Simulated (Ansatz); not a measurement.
System: 1T (CdI2-type) HfS2. Method: PBE-D3(BJ) (plane waves, PAW; Ansatz, a program for electronic structure).

**Question.** Predict the interlayer binding energy, layer repeat distance and gap between the layers.

**Answer.** 
- interlayer binding energy = 24.8 meV/Å²
- layer repeat distance = 5.768 Å
- gap between the layers = 2.855 Å

Spin–orbit coupling is not included.

Computed values are for the static lattice.
